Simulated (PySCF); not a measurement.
H6Si2, SMILES [SiH3][SiH3]. Atoms are numbered in the order given.

```xyz
8

Si     0.0000     0.0000    -1.1718
Si     0.0000     0.0000     1.1718
H     -1.2043    -0.6953    -1.6881
H      1.2043    -0.6953    -1.6881
H      0.0000     1.3906    -1.6881
H     -1.2043     0.6953     1.6881
H      1.2043     0.6953     1.6881
H      0.0000    -1.3906     1.6881
```

Coordinates come from a TPSSh-D3(BJ)/def2-TZVP optimisation.

The numbers are results of PBE/pcJ-1 in PySCF, not measurements.

Isotropic couplings with Fermi-contact, spin-dipole and both spin-orbit terms, one fixed conformer, no vibrational averaging. Isotopes: 1H, 29Si.

| pair | bonds apart | J (Hz) |
|---|---|---|
| Si1–Si2 | 1 | ? |
| Si1–H3 | 1 | -188.4 |
| Si1–H4 | 1 | -188.4 |
| Si1–H5 | 1 | -188.4 |
| Si2–H6 | 1 | -188.4 |
| Si2–H7 | 1 | -188.4 |
| Si2–H8 | 1 | -188.4 |
| Si1–H6 | 2 | -4.7 |
| Si1–H7 | 2 | -4.7 |
| Si1–H8 | 2 | -4.7 |
| Si2–H3 | 2 | -4.7 |
| Si2–H4 | 2 | -4.7 |
| Si2–H5 | 2 | -4.7 |
| H3–H4 | 2 | -2.7 |
| H3–H5 | 2 | -2.7 |
| H4–H5 | 2 | -2.7 |
| H6–H7 | 2 | -2.7 |
| H6–H8 | 2 | -2.7 |
| H7–H8 | 2 | -2.7 |
| H3–H6 | 3 | ? |
| H3–H7 | 3 | ? |
| H3–H8 | 3 | ? |
| H4–H6 | 3 | ? |
| H4–H7 | 3 | ? |
| H4–H8 | 3 | ? |
| H5–H6 | 3 | ? |
| H5–H7 | 3 | ? |
| H5–H8 | 3 | ? |

Q: Fill in the missing entries. (An estimate is asked for; the answer gives what the named calculation found.)

A: 
- Si1–Si2, J (Hz): 54.5
- H3–H6, J (Hz): -0.8
- H3–H7, J (Hz): 12.4
- H3–H8, J (Hz): -0.8
- H4–H6, J (Hz): 12.4
- H4–H7, J (Hz): -0.8
- H4–H8, J (Hz): -0.8
- H5–H6, J (Hz): -0.8
- H5–H7, J (Hz): -0.8
- H5–H8, J (Hz): 12.4
